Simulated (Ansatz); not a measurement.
**BSiH4 (doublet): from Hartree-Fock to the top rungs at distance B1–H4 along a hydrogen transfer = 1.110 Å, cc-pVDZ**

An exercise on one series of results from a longer session: the logs are not shown, and one member is left open.

Method: cc-pVDZ, core rule «outside noble gas», up to 6 orbitals frozen; program: Ansatz 0.2.0, Gaussian basis.

The runs, in order: UHF; CCSD(T) on ROHF; CCSD(T) on UHF; BCCD(T) on ROHF; CISD; CCSDT(Q) on ROHF; CCSDT(Q) on UHF; CASSCF and MRCISD+Q, 3 electrons in 3 orbitals; CASSCF and NEVPT2, 3 electrons in 3 orbitals; CASSCF and NEVPT2, 9 electrons in 9 orbitals.

5 further runs of the same task are left out: 4 that didn't finish, 1 set aside as unsound or not needed.

## The system

The geometry derives from fragments relaxed apart (PBE0/def2-TZVP) and kept rigid, so it is no stationary point. A hydrogen atom is moved between rigid fragments.

6 atoms, charge 0, spin multiplicity 2.

Atoms are counted from 1 here; the program's logs count them from 0.

Bond lengths: B1–H2 1.193 Å, B1–H3 1.193 Å, B1–H4 1.110 Å, Si5–H6 1.532 Å. Angles: H2–B1–H3 120.0°, H2–B1–H4 120.0°, H3–B1–H4 120.0°.

Set-up of the first run:

The input, in.yaml:

```yaml
crystal:
  periodic: [false, false, false]
  atoms:
    - {symbol: B, position_ang: [-2.295339, 0.034738, 0.000000]}
    - {symbol: H, position_ang: [-2.892072, 1.068310, 0.000000]}
    - {symbol: H, position_ang: [-2.892072, -0.998833, 0.000000]}
    - {symbol: H, position_ang: [-1.185339, 0.034738, 0.000000]}
    - {symbol: Si, position_ang: [1.080661, 0.034738, 0.000000]}
    - {symbol: H, position_ang: [1.477096, -1.444775, 0.000000]}
basis:
  gaussian: {orbitals: cc-pVDZ}
magnetization: {spin_polarized: true, initial_magnetization: 1}
hamiltonian: {xc: hf}
output: {orbitals: {seedname: orbitals}}
```

Launch:

```console
ansatz run in.yaml --threads 1 --pin off --events-out ev --progress --plain --max-ram 2393MiB
```

Steps of the session up to this table: UHF; CCSD(T) on ROHF; CCSD(T) on UHF; BCCD(T) on ROHF; CISD; CCSDT(Q) on ROHF; CCSDT(Q) on UHF; CASSCF and MRCISD+Q, 3 electrons in 3 orbitals; CASSCF and NEVPT2, 3 electrons in 3 orbitals; CASSCF and NEVPT2, 9 electrons in 9 orbitals.

One of the session's tables, all rows but one given; the rest of the session is left out.

```
         method  from UCCSDT(Q) (meV)
           ROHF               +5906.4
            UHF               +5788.0
           RMP2               +1408.0
           UMP2               +1428.4
           CISD                +608.8
          RCCSD                +135.4
          UCCSD                +132.5
       RCCSD(T)                 +30.6
       UCCSD(T)                     ?
        BCCD(T)                 +30.7
         RCCSDT                  +3.4
         UCCSDT                  +3.2
      RCCSDT(Q)                  +0.2
      UCCSDT(Q)                     0
    CASSCF pair               +5457.4
    NEVPT2 pair               +1354.7
CASSCF frontier               +4279.3
NEVPT2 frontier               +1301.9
```

**Question.** Estimate the row for UCCSD(T).

As computed: from UCCSDT(Q) (meV): +30.4. In the column «from UCCSDT(Q) (meV)» it lies between RCCSDT (+3.4) and RCCSD(T) (+30.6).

Among the levels timed on like hardware and quicker than the yardstick, those that no quicker one beats, quickest first: NEVPT2 pair (3.2 s, +1354.7 meV); CISD (6 s, +608.8 meV); BCCD(T) (11 s, +30.7 meV); RCCSD(T) (17 s, +30.6 meV); UCCSD(T) (19 s, +30.4 meV).

Not comparable, so not listed: CASSCF and MRCISD+Q, 3 electrons in 3 orbitals (they don't share determinant, frozen orbitals or solution with the rows shown, or repeat one).

Caveats from the session: Of the multireference levels listed NEVPT2 frontier comes nearest in total energy (+1301.9 meV), which doesn't show that its space is the better one. Restricted and unrestricted rows rest on different reference determinants; where their highest levels disagree by more than a few hundredths of an eV, they describe different states and don't form one ladder. Warnings in the runs' records: passed over end.
